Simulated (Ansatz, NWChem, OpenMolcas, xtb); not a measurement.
How methods differ on LiH (SMILES [LiH])

LiH: 2 atoms, total charge 0, spin state singlet. SMILES: `[LiH]`. Geometry: the measured bond length.

```xyz
2

Li    0.0000    0.0000    0.0000
H     0.0000    0.0000    1.5957
```

Each level gives the dipole moment (D). The values are calculated.

| level | kind | program | value (D) |
| --- | --- | --- | --- |
| GFN0-xTB | semi-empirical | xtb | 7.53 |
| HF/cc-pVTZ | Hartree–Fock | Ansatz | 5.99 |
| SVWN5/cc-pVTZ | LDA | NWChem | 5.58 |
| revPBE/cc-pVTZ | GGA | OpenMolcas | 5.61 |
| r2SCAN/cc-pVTZ | meta-GGA | OpenMolcas | 5.83 |
| PBE0/cc-pVTZ | global hybrid | OpenMolcas | 5.73 |
| CAM-B3LYP/cc-pVTZ | range-separated hybrid | NWChem | 5.75 |
| FCI/ANO-RCC-VDZP (sfX2C) | exact in the basis | Ansatz | 6.26 |

The values span 5.58 to 7.53 D.
